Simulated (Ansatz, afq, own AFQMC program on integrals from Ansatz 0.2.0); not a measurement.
Atomization energy of GeNH₂, quartet

```xyz
4

Ge    0.0000    0.0000    0.4319
N     0.0000    0.0000   -1.8834
H     0.0000    0.8309   -2.4773
H     0.0000   -0.8309   -2.4773
```

Connectivity, by distances: Ge–NH2.

Atoms in their ground-state spins without spin–orbit coupling (mostly on UHF) minus the molecule (UHF), without zero-point energy. The geometry is a stationary point, not shown to be a minimum.

Basis cc-pVDZ. Only valence electrons are correlated. AFQMC by an in-house program on the Cholesky factors that Ansatz 0.2.0 writes for its CCSD(T) run. The CISD trial takes its coefficients from CCSD amplitudes. Released means that phaseless walkers are propagated on without the constraint, phases kept. Uncertainties: one standard error, sampling alone. No spin–orbit coupling. The errors of all members are added in quadrature.

No full CI on the walks' own integrals is used here; CCSDT(Q) serves as the reference and is uncertain by about the last step of the cluster series. Each member takes its own surest rung, up to full CI.

Errors are counted within cc-pVDZ, not against nature.

Cautions: inner d shell frozen; no relativity below Rb; no spin-orbit coupling; GeNH₂ (quartet): another spin lies lower.

| level | atomization energy (eV) |
| --- | --- |
| CCSD | 7.409 |
| MP2 | 7.379 |

Question: From these cheaper values, estimate the atomization energy at the reference level in cc-pVDZ.

Answer: 7.513 eV (CCSDT(Q) in cc-pVDZ).

| level | atomization energy (eV) | error against CCSDT(Q) (eV) |
| --- | --- | --- |
| HF | 5.251 | -2.262 |
| CCSD(T) | 7.496 | -0.018 |
| CCSDT | 7.506 | -0.007 |
| ph-AFQMC/HF | 7.547 ± 0.045 | 0.034 ± 0.045 |
| ph-AFQMC/CISD | 7.504 ± 0.009 | -0.009 ± 0.009 |
| released AFQMC | 7.508 ± 0.017 | -0.005 ± 0.017 |

Correlation beyond CCSD(T) adds 0.018 eV. The perturbative (T) step is worth +0.086 eV.

A walk keeps the symmetry of its determinant, which the program's search chose and which needn't be the lowest solution, so a lower state of the same spin and another symmetry isn't excluded. Released energies are given only where the last usable release times agree within the noise; a slower fall can still hide under it.
